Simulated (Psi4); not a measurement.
# BH3S2 (SMILES SBS) at TPSS/aug-cc-pVDZ

Aim: the energy change on altering one bond length of BH3S2 at TPSS/aug-cc-pVDZ, from 2 runs. Input form: a Python script.

The calculation is run with Psi4 1.11.

4 further runs of the same task are left out: 3 that didn't finish, 1 set aside as unsound or not needed.

**1. Starting point**

BH3S2 has 6 atoms, charge 0, and is taken as a singlet. As SMILES, `SBS`. The coordinates come from a PBE0-D4/def2-TZVP relaxation. This is one conformer, not always the lowest.

Bond lengths: S1–B2 1.783 Å, B2–S3 1.787 Å, S1–H4 1.346 Å, B2–H5 1.190 Å, S3–H6 1.342 Å. Angles: S1–B2–S3 122.5°, S1–B2–H5 116.2°, S3–B2–H5 121.4°, B2–S1–H4 98.9°, B2–S3–H6 97.3°.

**2. A single-point energy at TPSS/aug-cc-pVDZ**

Contents of bh3s2.xyz:

```xyz
6
BH3S2
S     -0.819900    -0.605200    -1.516500
B      0.091400    -0.453600     0.008900
S      0.333100     1.114800     0.829800
H     -1.145600     0.688100    -1.694600
H      0.535500    -1.462200     0.457500
H      1.047600     0.654100     1.868800
```

Contents of bh3s2.py:

```python
import psi4

psi4.set_memory(1600000000)
psi4.set_num_threads(1)
psi4.core.set_output_file('run.log', False)

with open('bh3s2.xyz') as f:
    atoms = ''.join(f.readlines()[2:])
molecule = psi4.geometry('0 1\n' + atoms + 'symmetry c1')

psi4.set_options({
    'basis': 'aug-cc-pVDZ',
    'reference': 'rks',
    'puream': True,
    'e_convergence': 1e-09,
    'd_convergence': 1e-08,
    'scf_type': 'pk',
    'dft_radial_points': 99,
    'dft_spherical_points': 590,
})

result = psi4.energy("tpss")
print('E =', round(result, 9))
```

Launch:

```console
python bh3s2.py
```

run.log, cut to the lines that bear on the results:

```text
[...]
  Running in c1 symmetry.
[...]
  Nuclear repulsion =  119.768715267477347
[...]
  Multiplicity = 1
[...]
  Nalpha       = 20
  Nbeta        = 20
[...]
    Number of basis functions: 104
[...]
   @RKS iter   1:  -822.94463335417458   -6.71667e-02   5.23036e-03 ADIIS/DIIS
[...]
   @RKS iter  12:  -823.15479402733206    7.95808e-13   3.20518e-09 DIIS
[...]
    Orbital Energies [Eh]
    ---------------------
    Doubly Occupied:
       1A    -88.392751     2A    -88.391631     3A     -7.760375
       4A     -7.759078     5A     -6.641692     6A     -5.741236
       7A     -5.739999     8A     -5.736280     9A     -5.734937
      10A     -5.733395    11A     -5.732107    12A     -0.719922
      13A     -0.685736    14A     -0.465917    15A     -0.418728
      16A     -0.368385    17A     -0.311216    18A     -0.298942
      19A     -0.290077    20A     -0.240146
[...]
  @RKS Final Energy:  -823.15479402733206
   => Energetics <=
    Nuclear Repulsion Energy =            119.7687152674773472
    One-Electron Energy =               -1372.9554028507020575
    Two-Electron Energy =                 486.6431788725524257
    DFT Exchange-Correlation Energy =     -56.6112853166597674
    Empirical Dispersion Energy =           0.0000000000000000
    VV10 Nonlocal Energy =                  0.0000000000000000
    Total Energy =                       -823.1547940273320592
[...]
 Multipole Moments:
 ------------------------------------------------------------------------------------
     Multipole            Electronic (a.u.)      Nuclear  (a.u.)        Total (a.u.)
 ------------------------------------------------------------------------------------
 L = 1.  Multiply by 2.5417464519 to convert [e a0] to [Debye]
 Dipole X            :         -0.5410641            0.6561935            0.1151294
 Dipole Y            :          0.0853116            0.0595063            0.1448179
 Dipole Z            :         -0.8586343            1.0857936            0.2271593
 Magnitude           :                                                    0.2929647
[...]
```

On the terminal:

```text
E = -823.154794027
```

Wall time 38 s (1 thread of AMD EPYC 9R45 (Zen 5), shared host); peak memory 0.78 GiB.

**3. The distorted shape**

Contents of bh3s2.xyz:

```xyz
6
BH3S2
S     -1.677313    -0.052351    -2.763319
B     -0.766013     0.099249    -1.237919
S     -0.524313     1.667649    -0.417019
H     -2.003013     1.240949    -2.941419
H     -0.321913    -0.909351    -0.789319
H      1.047600     0.654100     1.868800
```

Contents of run.py:

```python
import psi4

psi4.set_memory('1600 MB')
psi4.set_num_threads(1)
psi4.core.set_output_file('run.log', False)

with open('bh3s2.xyz') as f:
    atoms = ''.join(f.readlines()[2:])
geom = psi4.geometry('0 1\n' + atoms + 'symmetry c1')

psi4.set_options({
    'puream': True,
    'e_convergence': 1e-09,
    'd_convergence': 1e-08,
    'scf_type': 'pk',
    'dft_radial_points': 99,
    'dft_spherical_points': 590,
})

e, wfn = psi4.energy('tpss/aug-cc-pVDZ', molecule=geom, return_wfn=True)
psi4.oeprop(wfn, 'WIBERG_LOWDIN_INDICES', 'DIPOLE', 'MAYER_INDICES')
print('E =', round(e, 9))
```

Launch:

```console
python run.py
```

run.log, cut to the lines that bear on the results:

```text
[...]
  Running in c1 symmetry.
[...]
  Nuclear repulsion =  115.336084454167647
[...]
  Multiplicity = 1
[...]
  Nalpha       = 20
  Nbeta        = 20
[...]
    Number of basis functions: 104
[...]
   @RKS iter   1:  -822.49538477216777    1.47597e-01   6.39709e-03 DIIS/ADIIS
[...]
   @RKS iter  32:  -822.99683193760325   -8.52651e-12   3.26197e-09 DIIS
[...]
    Orbital Energies [Eh]
    ---------------------
    Doubly Occupied:
       1A    -88.417155     2A    -88.405098     3A     -7.779068
       4A     -7.772343     5A     -6.648464     6A     -5.762442
       7A     -5.755150     8A     -5.753040     9A     -5.751297
      10A     -5.748999    11A     -5.744874    12A     -0.722108
      13A     -0.665487    14A     -0.467914    15A     -0.384004
      16A     -0.356530    17A     -0.308115    18A     -0.295074
      19A     -0.262711    20A     -0.243470
[...]
  @RKS Final Energy:  -822.99683193760325
   => Energetics <=
    Nuclear Repulsion Energy =            115.3360844541676471
    One-Electron Energy =               -1363.7393302174202745
    Two-Electron Energy =                 481.8316544421603567
    DFT Exchange-Correlation Energy =     -56.4252406165108482
    Empirical Dispersion Energy =           0.0000000000000000
    VV10 Nonlocal Energy =                  0.0000000000000000
    Total Energy =                       -822.9968319376032468
[...]
 Multipole Moments:
 ------------------------------------------------------------------------------------
     Multipole            Electronic (a.u.)      Nuclear  (a.u.)        Total (a.u.)
 ------------------------------------------------------------------------------------
 L = 1.  Multiply by 2.5417464519 to convert [e a0] to [Debye]
 Dipole X            :         -1.5433279            1.4388089           -0.1045190
 Dipole Y            :          0.4604113           -0.4451142            0.0152972
 Dipole Z            :         -2.3897998            2.2238446           -0.1659552
 Magnitude           :                                                    0.1967215
[...]
```

On the terminal:

```text
E = -822.996831938
```

Run time: 86 s. Hardware: 1 thread of AMD EPYC 9R45 (Zen 5), shared host; peak memory 0.79 GiB.

**4. Results**

Level: TPSS/aug-cc-pVDZ.

| quantity | value |
| --- | --- |
| first shape: total energy | -823.15479 Eh |
| first shape: dipole moment | 0.74 D |
| first shape: HOMO energy | -6.53 eV |
| first shape: LUMO energy | -1.69 eV |
| first shape: HOMO–LUMO gap | 4.85 eV |
| distorted shape: total energy | -822.99683 Eh |
| distorted shape: dipole moment | 0.50 D |
| distorted shape: HOMO energy | -6.63 eV |
| distorted shape: LUMO energy | -6.00 eV |
| distorted shape: HOMO–LUMO gap | 0.63 eV |
| energy change with the S3–H6 bond stretched from 1.342 to 2.953 Å | 4.298 eV |

**Reading.** One bond (distorted shape) is far stretched, which a spin-restricted single reference describes badly; a broken-symmetry solution may lie lower. With the S3–H6 bond stretched from 1.342 to 2.953 Å the energy rises by 4.30 eV (415 kJ/mol). The first shape isn't relaxed at this level, so the change isn't measured from a minimum. A restricted reference can't describe the breaking bond well at this length.
